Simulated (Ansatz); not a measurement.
C2H7S+ (`C[SH+]C`). Total charge 1; spin multiplicity 1.

```xyz
10

C    -0.0527   -1.1048   -0.9015
S    -0.8306    0.3972   -0.3072
C     0.3931    1.1280    0.7804
H    -0.8157   -1.6658   -1.4421
H     0.3569   -1.6835   -0.0758
H     0.7296   -0.7960   -1.5954
H    -1.6502   -0.1389    0.6218
H     1.1890    1.5102    0.1405
H    -0.0922    1.9603    1.2912
H     0.7728    0.3934    1.4880
```

Question: Give the diagnostics of a CCSD(T)/def2-TZVPP run (frozen core, the Gaussian-basis code of Ansatz). (An estimate is asked.)

Answer: Computed: T1 = 0.0097, largest single amplitude 0.010, largest double 0.026, (T) share of the correlation energy 3.7 %, 8 CCSD cycles. The RHF solution is stable towards an unrestricted one. T1 lies under the customary mark of 0.02 for closed shells.
